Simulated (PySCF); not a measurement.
# Cl₂⁺ from Hartree–Fock to correlated methods

State: ²Πg (doublet), unpaired electrons π ↑. Set-up: PySCF, no relativity, basis sets Cl aug-pcseg-1. De refers to Cl⁺ + Cl in their high-spin ground configurations, without counterpoise correction. The functionals are run spin-unrestricted.

```tsv
Level	Re (Å)	ωe (cm⁻¹)	De (eV)
UHF	1.887	733	1.27
UHF-MP2	1.946	602	3.15
UHF-SCS-MP2	1.946	605	2.98
UHF-CCSD	1.943	622	2.83
UHF-CCSD(T)	1.957	592	3.03
PBE	1.951	603	4.33
r²SCAN	1.934	626	3.97
M06-L	1.919	647	3.93
TPSSh	1.937	624	3.88
B3LYP	1.946	618	3.75
PBE0	1.917	659	3.81
LC-ωPBE	1.891	716	3.47
```

Q: Which functional lies closest to UHF-CCSD(T) in De, which farthest, and by how much do they differ from it?

A: Closest is LC-ωPBE (-6.6 pm in Re, +20.9 % in ωe, +0.44 eV in De against UHF-CCSD(T) in the same basis), farthest PBE (-0.6 pm in Re, +1.9 % in ωe, +1.30 eV in De). CCSD(T) converges more slowly with the basis than the functionals do and binds too weakly in this one, so the order can change at the basis-set limit.

Q: What does a quarter of exact exchange do here, going from PBE to PBE0?

A: PBE0 less PBE: -3.4 pm in Re, +9.3 % in ωe, -0.52 eV in De. Exact exchange removes part of the self-interaction that spreads semilocal densities, and in most molecules shortens and stiffens the bond and lowers De; so it does here.

Q: What does the step from GGA to meta-GGA do here, going from PBE to r²SCAN?

A: r²SCAN less PBE: -1.7 pm in Re, +3.8 % in ωe, -0.36 eV in De. 

Correlated steps freeze 10 core orbitals. Correlated levels converge slowly with the basis: in double zeta they bind strong bonds too weakly, by up to about 1 eV, and carry superposition errors of some tenths. The state is the lowest determinant that a PBE0 search found; another state may lie lower at other levels.

The whole job (state search and all levels along the bond) took about 2.2 min on 1 thread of Arm Neoverse V1 (shared host), peak memory 0.61 GiB.
